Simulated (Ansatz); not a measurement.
## Lanthanum, dhcp: convergence with cold smearing

Computed with Ansatz, r²SCAN, scalar-relativistic PAW, on the relaxed cell (a = 3.787 Å, c = 12.062 Å (c/a = 3.185); spin not included). Errors count from a run at 500 eV on a Γ-centred 13×13×4 mesh with Fermi-Dirac smearing of 0.1 eV, extrapolated to zero width. Fixed here: cutoff 500 eV, mesh 10×10×3. The SCF starts from atomic densities corrected by a trained network.

```json
{"width (eV)": "0.01", "E(σ→0) error (meV/atom)": "-1.4", "F error (meV/atom)": "-1.4", "P (GPa)": "0.04", "SCF iterations": "8"}
{"width (eV)": "0.03", "E(σ→0) error (meV/atom)": "-1.4", "F error (meV/atom)": "-1.4", "P (GPa)": "0.04", "SCF iterations": "7"}
{"width (eV)": "0.1", "E(σ→0) error (meV/atom)": "-1.7", "F error (meV/atom)": "-2.0", "P (GPa)": "0.00", "SCF iterations": "7"}
{"width (eV)": "0.2", "E(σ→0) error (meV/atom)": "-2.3", "F error (meV/atom)": "-1.7", "P (GPa)": "-0.08", "SCF iterations": "8"}
{"width (eV)": "0.3", "E(σ→0) error (meV/atom)": "-1.2", "F error (meV/atom)": "-1.4", "P (GPa)": "-0.12", "SCF iterations": "8"}
{"width (eV)": "0.6", "E(σ→0) error (meV/atom)": "-3.2", "F error (meV/atom)": "1.0", "P (GPa)": "-0.12", "SCF iterations": "8"}
{"width (eV)": "1.0", "E(σ→0) error (meV/atom)": "22.6", "F error (meV/atom)": "-3.1", "P (GPa)": "0.43", "SCF iterations": "8"}
```
